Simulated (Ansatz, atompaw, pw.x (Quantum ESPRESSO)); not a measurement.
**From atom to crystal: PAW (atompaw) potential for Li (Z = 3)**

| Item | Value |
| --- | --- |
| Element | Li |
| Generator | atompaw 4.2.0.5 |
| Type | PAW |
| Functional | LDA (PW92) |
| Relativity | scalar-relativistic |
| Frozen core | none |
| Valence charge | 3 |
| Reference configuration | 1s2 2s1 2p0 |
| Partial waves | 1s (bound): rc 0.75 bohr; 2s (bound): rc 3.00 bohr; 2p (bound, empty): rc 3.00 bohr; 2p channel at 0.3 Ry: rc 3.00 bohr; 3d channel at 0.05 Ry: rc 3.00 bohr |
| Local potential | bessel scheme, radius 2.30 bohr |
| Core correction | none |
| Augmentation charge | besselshape compensation charge, radius 2.90 bohr; PAW radius 3.00 bohr; waves and projectors: custom rrkj gramschmidtortho |

Atomic tests: cutoffs needed: 80 Ry and 100 Ry (the cutoffs (Ry, on a coarse ladder) from which the occupation-weighted sum of valence levels, in a spherical-Bessel basis at the reference potential, stays within 10 and 1 mRy of its value at 400 Ry); ghost test: no extra level below or beside the all-electron valence levels (s, p, d, f tested) (spherical-Bessel basis up to 400 Ry, 20 bohr box); lowest eigenvalue of the overlap operator: 0.62 (s channel).

Crystal test: bcc Li in pw.x 7.5, no spin, 14³ k-points, Fermi–Dirac smearing 0.01 Ry, cutoffs 120/900 Ry. The lattice is a test structure that the element need not adopt, and mesh and smearing are coarse.

pw.x input:

```
&control
  calculation='scf', prefix='x', pseudo_dir='./', outdir='./tmp', tstress=.true., disk_io='none'
/
&system
  ibrav=0, nat=1, ntyp=1, ecutwfc=120, ecutrho=900, nbnd=8,
  occupations='smearing', smearing='fd', degauss=0.01
/
&electrons
  conv_thr=1e-09, mixing_beta=0.4, electron_maxstep=70
/
ATOMIC_SPECIES
Li 1.0 Li.UPF
CELL_PARAMETERS angstrom
  -1.68354952 1.68354952 1.68354952
  1.68354952 -1.68354952 1.68354952
  1.68354952 1.68354952 -1.68354952
ATOMIC_POSITIONS crystal
Li 0.0000 0.0000 0.0000
K_POINTS automatic
14 14 14 0 0 0
```

```bash
pw.x < Li.scf.in > Li.scf.out
```

How does the run end?

It converges; the pressure is -0.17 GPa against -0.02 GPa from all-electron LAPW. The largest radius (3.00 bohr) exceeds half the bond length (2.76 bohr), so the spheres overlap, which is one possible source of error among others. The log shows:

```
Message from routine setup:
     using ibrav=0 with symmetry is DISCOURAGED, use correct ibrav instead
     lattice parameter (alat)  =       5.5104  a.u.
     unit-cell volume          =     128.8055 (a.u.)^3
     number of electrons       =         3.00
     number of Kohn-Sham states=            8
     kinetic-energy cutoff     =     120.0000  Ry
     charge density cutoff     =     900.0000  Ry
     scf convergence threshold =      1.0E-09
     Exchange-correlation= SLA PW NOGX NOGC
     number of k points=   104  Fermi-Dirac smearing, width (Ry)=  0.0100
     iteration #  1     ecut=   120.00 Ry     beta= 0.40
     total energy              =     -14.82156976 Ry
     estimated scf accuracy    <       0.00042845 Ry
     iteration #  2     ecut=   120.00 Ry     beta= 0.40
     total energy              =     -14.82196729 Ry
     estimated scf accuracy    <       0.00013035 Ry
     iteration #  3     ecut=   120.00 Ry     beta= 0.40
     total energy              =     -14.82207053 Ry
     estimated scf accuracy    <       0.00000187 Ry
     iteration #  4     ecut=   120.00 Ry     beta= 0.40
     total energy              =     -14.82207188 Ry
     estimated scf accuracy    <       0.00000012 Ry
     iteration #  5     ecut=   120.00 Ry     beta= 0.40
     total energy              =     -14.82207197 Ry
     estimated scf accuracy    <          4.8E-09 Ry
     iteration #  6     ecut=   120.00 Ry     beta= 0.40
     the Fermi energy is     1.1961 ev
!    total energy              =     -14.82207201 Ry
     estimated scf accuracy    <          7.6E-13 Ry
     smearing contrib. (-TS)   =      -0.00219966 Ry
     convergence has been achieved in   6 iterations
          total   stress  (Ry/bohr**3)                   (kbar)     P=       -1.68
     Message from routine punch:
     Nothing written, as per user request (disk_io='none')
```
